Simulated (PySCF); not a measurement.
**triplet NH3: levels of theory compared**

We compute a comparison of 6 runs (UHF/3-21G, UB3LYP/def2-TZVPPD, UBHLYP/def2-TZVPPD, UCAM-B3LYP/def2-TZVPPD, UPBE0/def2-TZVPPD, USCS-MP2/def2-TZVPPD) of triplet NH3. The job is set up through a Python script.

The calculation is run with PySCF 2.14.0.

1 further run of the same task is left out (set aside as unsound or not needed).

## (1) The molecule

NH3: 4 atoms, total charge 0, spin state triplet. SMILES of the parent species: `N`. Geometry: relaxed at PBE0-D4/def2-TZVP. That shape belongs to the parent species and isn't relaxed for this state.

Bond lengths: N1–H2 1.013 Å, N1–H3 1.013 Å, N1–H4 1.013 Å. Angles: H2–N1–H3 107.1°, H2–N1–H4 107.1°, H3–N1–H4 107.1°.

## (2) A single-point energy at UHF/3-21G (run 1)

calc.py

```python
from pyscf import gto

mol = gto.M(
    atom='''
N     -0.132111     0.471430     0.209627
H      0.926854    -0.570357     1.415745
H     -1.677094    -0.570584    -0.224707
H      0.882351     0.669492    -1.400665
''',
    unit='bohr',
    basis='3-21g',
    spin=2,
    max_memory=1860,
    verbose=3,
    charge=0,
)

mf = mol.UHF()
mf.conv_tol = 1e-10
mf.kernel()
if not mf.converged:
    mf = mf.newton().run(mf.mo_coeff, mf.mo_occ)

e_tot = mf.e_tot
print('Final energy', e_tot)
```

The run is started by

```sh
$ OMP_NUM_THREADS=1 python calc.py
```

What it wrote:

```text
WARN: HOMO 0.183103387981991 >= LUMO -0.313371328139009

converged SCF energy = -55.6007212695623  <S^2> = 2.0018835  2S+1 = 3.0012554
Final energy -55.60072126956233
```

Wall time 0.83 s (1 thread of Arm Neoverse V1, shared host); peak memory 0.12 GiB.

## (3) A single-point energy at UB3LYP/def2-TZVPPD (run 2)

run.py

```python
from pyscf import gto, dft

molecule = gto.M(
    atom='''
N     -0.132111     0.471430     0.209627
H      0.926854    -0.570357     1.415745
H     -1.677094    -0.570584    -0.224707
H      0.882351     0.669492    -1.400665
''',
    unit='bohr',
    spin=2,
    verbose=3,
    max_memory=1860,
    basis='def2-tzvppd',
)

myscf = dft.UKS(molecule, xc='b3lyp')
myscf.grids.level = 5
myscf.conv_tol = 1e-10
myscf.kernel()
if not myscf.converged:
    myscf = myscf.newton().run(myscf.mo_coeff, myscf.mo_occ)

e_final = myscf.e_tot
print('E(%s) = %.9f' % ('B3LYP', e_final))
```

The run is started by

```sh
$ OMP_NUM_THREADS=1 python run.py
```

What it wrote:

```text
WARN: HOMO -0.0186834177226345 >= LUMO -0.333422061706479

WARN: HOMO -0.110851650628987 >= LUMO -0.336283580503192

WARN: HOMO -0.10119117276664 >= LUMO -0.287726200650766

WARN: HOMO -0.0990456346188324 >= LUMO -0.282658384330155

WARN: HOMO -0.0996304568972803 >= LUMO -0.283270364962739

WARN: HOMO -0.0995428534331282 >= LUMO -0.283238522429592

WARN: HOMO -0.0995328692182369 >= LUMO -0.283184880256364

WARN: HOMO -0.099534874499092 >= LUMO -0.283192683116468

WARN: HOMO -0.0995352879672566 >= LUMO -0.283192882321792

WARN: HOMO -0.0995354031009867 >= LUMO -0.283193222908835

converged SCF energy = -56.3590093683566  <S^2> = 2.002001  2S+1 = 3.0013337
E(B3LYP) = -56.359009368
```

It took 11 s on 1 thread of Arm Neoverse V1, shared host; peak memory 0.43 GiB.

Runs 3 to 5 aren't shown in full; the table further down has their settings and results.

## (4) The energy at USCS-MP2/def2-TZVPPD (run 6)

job.py

```python
from pyscf import gto, scf, mp

mol = gto.M(
    atom=[
    ('N', (-0.069910, 0.249470, 0.110930)),
    ('H', (0.490470, -0.301820, 0.749180)),
    ('H', (-0.887480, -0.301940, -0.118910)),
    ('H', (0.466920, 0.354280, -0.741200)),
],
    charge=0,
    max_memory=1860,
    basis='def2-tzvppd',
    spin=2,
    verbose=3,
)

calc0 = scf.UHF(mol)
calc0.conv_tol = 1e-10
calc0.kernel()
if not calc0.converged:
    calc0 = calc0.newton().run(calc0.mo_coeff, calc0.mo_occ)

pt = mp.MP2(calc0, frozen=1).run()
energy = calc0.e_tot + 1.2 * pt.e_corr_os + pt.e_corr_ss / 3
print(f'total energy: {energy:.8f} hartree')
```

The run is started by

```sh
$ OMP_NUM_THREADS=1 python job.py
```

What it wrote:

```text
WARN: HOMO 0.0518028175984071 >= LUMO -0.326817998504787

WARN: HOMO -0.160547020938786 >= LUMO -0.16390860186155

converged SCF energy = -56.0222077371432  <S^2> = 2.0067487  2S+1 = 3.0044957
E(UMP2) = -56.2166544979611  E_corr = -0.194446760817837
E(SCS-UMP2) = -56.2166849976299  E_corr = -0.19447726048665
total energy: -56.21668500 hartree
```

Run time: 2.6 s. Hardware: 1 thread of Arm Neoverse V1, shared host; peak memory 0.19 GiB.

## (5) Overview of the runs

```
run                   level  integration grid  frozen core orbitals  energy (Eh)  dipole moment (D) of the reference  HOMO energy (eV)   ⟨S²⟩  wall time
  1               UHF/3-21G                 –                     –   -55.600721                                0.27             -1.82  2.002     0.83 s
  2      UB3LYP/def2-TZVPPD                 5                     –   -56.359009                                0.59             -2.71  2.002       11 s
  3      UBHLYP/def2-TZVPPD                 5                     –   -56.320111                                0.63             -3.21  2.003       11 s
  4  UCAM-B3LYP/def2-TZVPPD                 5                     –   -56.324300                                0.64             -3.64  2.002       14 s
  5       UPBE0/def2-TZVPPD                 5                     –   -56.287128                                0.74             -2.80  2.002       10 s
  6    USCS-MP2/def2-TZVPPD                 –                     1   -56.216685                                0.72             -3.99  2.007      2.6 s
```

## (6) Results

| quantity | value |
| --- | --- |
| run 6: total energy | -56.21668 Eh |
| run 6: dipole moment (Hartree–Fock density) | 0.72 D |
| run 6: HOMO energy (Hartree–Fock orbitals) (highest over α and β) | -3.99 eV |
| run 6: LUMO energy (Hartree–Fock orbitals) (lowest over α and β) | -1.23 eV |
| run 6: correlation energy (1 core orbital frozen) | -194.5 mEh |
| run 6: ⟨S²⟩ of the reference determinant | 2.007 |

In words: Over runs 1, 2, 3, 4, 5 the dipole moment (its size) runs from 0.27 D (UHF/3-21G) to 0.74 D (UPBE0/def2-TZVPPD). The two ends differ in method and basis. Totals of different functionals can't be ranked against each other. All runs together took 50 s, the longest 14 s.
